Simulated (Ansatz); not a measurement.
## How the elastic constant C12 of 1T (CdI2-type) SnSe₂ moves with the method

No measured value is used here.

```json
[
 {"level (code)": "LDA (Ansatz)", "value (GPa)": "33.0", "cell (Å³/atom)": "24.56"},
 {"level (code)": "PBEsol (Ansatz)", "value (GPa)": "___", "cell (Å³/atom)": "25.90"},
 {"level (code)": "r²SCAN (Ansatz)", "value (GPa)": "26.8", "cell (Å³/atom)": "27.80"},
 {"level (code)": "HSE06-D3(BJ) (Ansatz)", "value (GPa)": "32.9", "cell (Å³/atom)": "24.65"}
]
```

Problem. Some entries are withheld; supply them.

Solution. 
- PBEsol (Ansatz, a quantum-chemistry and plane-wave program), value (GPa): 28.0

LDA, PBEsol, r²SCAN: the cell comes from a level without a dispersion term, which matters for the spacing of layers, chains or molecules. HSE06-D3(BJ): the dispersion coefficients are held fixed in the derivatives. Each level is taken at its own relaxed cell. Cutoffs and k meshes differ between the levels. Ansatz's density-functional and Hartree–Fock values are scalar-relativistic unless marked +SOC, with PAW data made under PBE.
